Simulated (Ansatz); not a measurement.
The same path of FH3OSi (6 atoms, charge 0, multiplicity 1) was run 3 times with different band settings.

The calculation used UKS PBE-D4/STO-3G in Ansatz.

Relaxed end points:

```xyz
6
Properties=species:S:1:pos:R:3
Si -0.219 0.322 0.096
F -0.051 1.076 -1.367
O 0.073 -1.372 -0.077
H 1.088 -1.411 -0.272
H -1.596 0.419 0.575
H 0.706 0.966 1.045
```

```xyz
6
Properties=species:S:1:pos:R:3
Si -0.086 0.369 0.130
F -0.001 1.100 -1.353
O 0.801 -1.112 0.115
H 0.228 -1.721 -0.495
H -1.509 0.176 0.455
H 0.568 1.188 1.148
```

Common settings: movable images 7; climbing image yes; optimiser quadratic models (default); force threshold 0.05 eV/Å; iteration limit 60; end points relaxed.

| run | spring | start path |
| --- | --- | --- |
| 1 | 5.0 eV/Å² | through a guess of the saddle point |
| 2 | 5.0 eV/Å² | straight line |
| 3 | 0.5 eV/Å² | through a guess of the saddle point |

(1) What does each run give, and how far can it be trusted?

Answers

(1) Run 1: converged after 18 iterations, highest image 0.098 eV above the first end. A vibrational analysis at the climbing image gives one clearly imaginary mode, 321i cm⁻¹: a first-order saddle point.
Run 2: converged after 11 iterations, highest image 0.098 eV above the first end. Another band between the same ends (7 images) ends at a top of the same energy, where a vibrational analysis finds 1 clearly imaginary mode.
Run 3: converged after 21 iterations, highest image 0.098 eV above the first end. Another band between the same ends (7 images) ends at a top of the same energy, where a vibrational analysis finds 1 clearly imaginary mode.
Limits of this set-up: minimal basis.
